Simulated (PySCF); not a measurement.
Compound: C3H8O.
Geometry (PBE0-D3(BJ)/def2-TZVP, Å), atoms numbered from 1 in this order:
```xyz
12
C3H8O angstrom
C     -1.4724    0.1651    0.3416
C     -0.2173    0.0948   -0.5114
C      0.9992   -0.3230    0.2912
O      2.1683   -0.4471   -0.4894
H     -1.7082   -0.8102    0.7759
H     -1.3525    0.8731    1.1662
H     -2.3361    0.4837   -0.2448
H     -0.3524   -0.6128   -1.3348
H     -0.0250    1.0743   -0.9671
H      1.1533    0.3797    1.1241
H      0.8323   -1.3092    0.7334
H      2.3479    0.4035   -0.8976
```

Computed with PySCF at wB97X-D/pcSseg-2, non-relativistic, on one gas-phase PBE0-D3(BJ)/def2-TZVP geometry that isn't relaxed in the solvent. The solvent is an IEF-PCM continuum (cavity from Bondi-type radii × 1.2). Only the electrostatic response of the medium enters.

Gas phase at wB97X-D/pcSseg-2: HOMO -9.75 eV, LUMO 2.28 eV, dipole 1.77 D.

What does the continuum do to the energy, the frontier levels and the dipole at wB97X-D/pcSseg-2 in chloroform?

```json
{"solvent": "chloroform", "ε": "4.711", "E(solvent) − E(gas) (kcal/mol)": "-3.38", "polarisation term (kcal/mol)": "-3.71", "distortion of the solute (kcal/mol)": "0.33", "HOMO (eV)": "-9.76", "LUMO (eV)": "2.52", "dipole (D)": "2.08"}
```

The first energy column is the sum of the next two and covers electrostatics alone.

Which radius a makes the point-dipole formula ΔE = −[(ε − 1)/(2ε + 1)]·μ²/a³ give the value in chloroform, with the gas-phase dipole?

μ = 0.696 au and |ΔE| = 0.00538 Eh give a = 1.68 Å; the farthest nucleus lies 2.54 Å from the centroid of the nuclei, so such a sphere wouldn't even hold the nuclei. The formula assumes a rigid point dipole at the centre of a sphere.

Give the dipole vector in the frame of the coordinates (D, pointing from negative to positive charge), gas and chloroform.

Gas (-1.09, 1.39, 0.08), solvent (-1.25, 1.67, 0.11). Its length changes by +18 % and its direction by 1°.

The pairwise dispersion term of wB97X-D wasn't added to the energies; at a given geometry it leaves orbitals and properties as they are.
